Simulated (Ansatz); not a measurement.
We consider solid iodine, described by PBE+SOC (Ansatz, a program for electronic structure, PAW).

Numerical settings: plane-wave cutoff 520 eV, 8×8×4 k mesh (along the axes of the cell as run), Fermi–Dirac smearing 0.01 eV, PAW data made under PBE.

The cell is scaled about its equilibrium volume:

Shape and atoms are relaxed at each volume.

```
V (Å³/atom)  P (GPa)  direct gap at Γ (eV)  smallest gap on the k mesh (eV)  c (Å)
-----------  -------  --------------------  -------------------------------  -----
49.283          0.07                 0.888                            0.781  9.909
50.310          0.03                 0.893                            0.789  9.909
51.337          0.00                 0.898                            0.797  9.908
52.364         -0.02                 0.905                            0.804  9.904
53.390         -0.03                 0.901                            0.808  9.917
```

The fundamental gap (0.79 eV at the equilibrium volume, with added k points) lies elsewhere than Γ–Γ.

Note: for a layered or molecular solid the relaxed cell lies over 5 % above the published volume, where the minimum can be shallow; the cell comes from a level without a dispersion term, which matters for the spacing of layers, chains or molecules; the bulk modulus comes from volumes at which shape and atoms were relaxed.
